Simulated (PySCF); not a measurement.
**Vertical excitation energies**

C5H9F.
SMILES: `FC1CCCC1`

Level of theory: TDDFT CAM-B3LYP/def2-SVPD, vertical, gas phase, core orbitals frozen in the response in PySCF. The structure is a single GFN2-xTB conformer in the gas phase; no vibrational or solvent corrections.

Task: What does the calculation give for the low-lying excited states?

Result: 

| state | E (eV) | λ (nm) | f | main configurations (H = HOMO, L = LUMO) |
| --- | --- | --- | --- | --- |
| S1 | 8.76 | 141.5 | 0.0076 | H→L (87%) |
| S2 | 8.88 | 139.6 | 0.020 | H-1→L (74%), H-1→L+1 (19%) |
| S3 | 9.07 | 136.7 | 0.0012 | H-2→L (69%), H→L+1 (20%) |
| S4 | 9.24 | 134.2 | 0.0073 | H→L+1 (45%), H-2→L (14%) |
| S5 | 9.35 | 132.6 | 0.012 | H-3→L (62%), H-1→L+1 (17%) |
| S6 | 9.38 | 132.2 | 0.012 | H-1→L+1 (37%), H-3→L (22%), H-1→L (14%) |
| S7 | 9.50 | 130.5 | 0.062 | H-4→L (76%) |
| S8 | 9.62 | 128.9 | 0.0008 | H→L+2 (57%), H-5→L (24%), H-2→L+2 (10%) |

Triplets (Tamm–Dancoff): T1 8.53 eV, H→L (59%), H-1→L (15%); T2 8.56 eV, H-1→L (42%), H-1→L+1 (23%), H→L (19%); T3 8.80 eV, H-2→L (58%), H→L+1 (23%).

The lowest singlet lies at 8.76 eV (142 nm, vacuum ultraviolet) and is weak; its leading configuration is HOMO→LUMO (87%). The most intense listed level is S7 at 9.50 eV (131 nm, f = 0.062), 0.74 eV above S1. Löwdin shares by element: HOMO carbon 41% or more, fluorine 28% (atoms not listed hold the other 31%); LUMO carbon 32% or more, hydrogen 9% or more (atoms not listed hold the other 59%). Of the 8 states listed, 4 reach f = 0.01 and none stays under 0.0005. Weighted by f, the mean energy of these states is 9.31 eV. The listed states span 0.86 eV, and the widest gap between neighbours is 0.19 eV (S2 to S3). Only the lowest 8 singlets were computed, as vertical energies without vibronic structure.

Time: 29 s. Hardware: one thread, Arm Neoverse V2, no GPU, on a shared host.
